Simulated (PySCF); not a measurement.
# How well do the runs reproduce experiment for thiophene?

**Experimental background.**

NIST CCCBDB Release 22 (SRD 101), experimental dipoles lists, for the gas: dipole moment (dielectric constant against temperature) 0.55 D.

The results are set against them at the end.

Species: thiophene, C4H4S.
SMILES with atom numbers: `[cH:1]1[cH:2][cH:3][s:4][cH:5]1` (hydrogens: H6 on C1; H7 on C2; H8 on C3; H9 on C5)

Structure used (PBE0/6-31+G*), in Å, numbered top down from 1:
```xyz
9
C4H4S angstrom
C     -0.7599   -0.6739   -0.0214
C      0.6633   -0.7478   -0.0216
C      1.2511    0.4883   -0.0051
S      0.0793    1.7465    0.0106
C     -1.2164    0.6162   -0.0047
H     -1.4155   -1.5382   -0.0331
H      1.2254   -1.6756   -0.0336
H      2.3071    0.7266   -0.0015
H     -2.2418    0.9634   -0.0006
```

The PySCF runs (gas phase, on this PBE0/6-31+G* geometry; no spin–orbit coupling):

```csv
level,job,basis functions,wall time
"PBE0/6-31+G*, grid level 1",geometry optimisation from a GFN2-xTB start,102,9.6 s
```

Hardware: an Arm Neoverse V1 with one thread, shared host.

All basis functions are spherical.

Results beside the measurements:

**Dipole moment.** Measured: 0.55 D (NIST CCCBDB Release 22 (SRD 101), experimental dipoles).

| level | computed (D) | computed − measured (D) | % (from the printed values) |
| --- | --- | --- | --- |
| PBE0/6-31+G* | 0.54 | -0.01 | -2 |

The computed dipoles belong to one fixed geometry; measured ones are averaged over vibrations unless marked μe. Magnitudes are compared, not signs.

The geometry is computed, not the measured one. Where a level misses, the cause wasn't examined.
